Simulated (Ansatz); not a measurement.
The inner images of a band of CH3O (5 atoms, charge -1, multiplicity 1) are given out of order.

Theory: RKS B3LYP-D4/def2-TZVP in Ansatz.

Image 0:

```xyz
5
Properties=species:S:1:pos:R:3
C 0.034 -0.027 -0.008
O 1.043 -0.841 -0.256
H -1.020 -0.473 -0.097
H -0.054 0.901 -0.677
H -0.004 0.441 1.038
```

Image 8:

```xyz
5
Properties=species:S:1:pos:R:3
C -0.253 0.472 0.134
O 0.263 -0.920 -0.254
H -0.562 -1.391 -0.356
H 0.252 1.145 -0.601
H 0.301 0.695 1.078
```

Task: Put them in order from the first end to the last, with their energies above the first end.
A.
```xyz
5
Properties=species:S:1:pos:R:3
C -0.198 0.328 0.094
O 0.486 -1.040 -0.293
H -0.546 -0.980 -0.247
H 0.104 1.079 -0.647
H 0.154 0.613 1.093
```
B.
```xyz
5
Properties=species:S:1:pos:R:3
C -0.177 0.258 0.074
O 0.598 -1.045 -0.298
H -0.579 -0.869 -0.216
H 0.054 1.060 -0.647
H 0.104 0.596 1.086
```
C.
```xyz
5
Properties=species:S:1:pos:R:3
C -0.052 0.078 0.022
O 0.834 -0.960 -0.282
H -0.805 -0.689 -0.161
H -0.013 1.015 -0.644
H 0.037 0.557 1.065
```
D.
```xyz
5
Properties=species:S:1:pos:R:3
C -0.210 0.383 0.109
O 0.405 -1.004 -0.281
H -0.556 -1.116 -0.283
H 0.155 1.101 -0.641
H 0.206 0.636 1.095
```
E.
```xyz
5
Properties=species:S:1:pos:R:3
C 0.004 0.006 0.001
O 0.941 -0.902 -0.269
H -0.922 -0.591 -0.132
H -0.036 0.971 -0.648
H 0.013 0.516 1.048
```
F.
```xyz
5
Properties=species:S:1:pos:R:3
C -0.225 0.427 0.121
O 0.335 -0.958 -0.266
H -0.567 -1.256 -0.320
H 0.204 1.123 -0.626
H 0.254 0.663 1.092
```
G.
```xyz
5
Properties=species:S:1:pos:R:3
C -0.122 0.168 0.048
O 0.725 -1.014 -0.293
H -0.686 -0.773 -0.187
H 0.016 1.041 -0.645
H 0.067 0.579 1.077
```

Result: E (+0.27 eV), C (+1.12 eV), G (+2.12 eV), B (+2.57 eV), A (+2.33 eV), D (+1.95 eV), F (+1.66 eV).

The run took 68 s on 1 thread of Arm Neoverse V1, with other jobs on the host, peak memory 0.11 GiB.
